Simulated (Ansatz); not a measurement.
Consider the formal exchange of groups at a C–Cl bond: `Cl/C=C/CCl` + CH₄ → `C/C=C/CCl` + HCl.

Computed with Ansatz on PBE0-D4/def2-TZVP structures; ΔE is electronic, products minus reactants. CBS: MP2 limit from def2 TZ/QZ plus the TZ coupled-cluster correction, frozen cores. This one scheme is used for every species. Double bonds are as drawn, so ΔE can hold a change between cis and trans. DFT in def2-TZVPP. B3LYP here is the variant with VWN-RPA as its local correlation; programs differ in this. One conformer a species, not always the lowest.

(1) Is it downhill or uphill in electronic energy at CCSD(T)/CBS, and by how much? (Best estimate.)

(2) What do these levels give: r2SCAN-D4, ωB97X-V, B3LYP, MP2/def2-TZVPP, MP2/def2-QZVPP, HF/CBS(def2)? (Best estimate.)

Largest T1 diagnostic among the species: 0.010.

Answers

(1) The calculation gave: Downhill: ΔE = -23.5 kJ/mol.

(2) The calculation gave: r2SCAN-D4 -16.3, ωB97X-V -20.9, B3LYP -17.1, MP2/def2-TZVPP -22.0, MP2/def2-QZVPP -21.6, HF/CBS(def2) -28.1 kJ/mol.

In def2-TZVPP, CCSD(T) changes the Hartree–Fock value by +3.5 kJ/mol (the triples alone add +2.5 kJ/mol) and MP2 by +5.8 kJ/mol. From PBE to PBE0 (25 % exact exchange), in def2-TZVPP and without D4, ΔE moves by −5.7 kJ/mol.
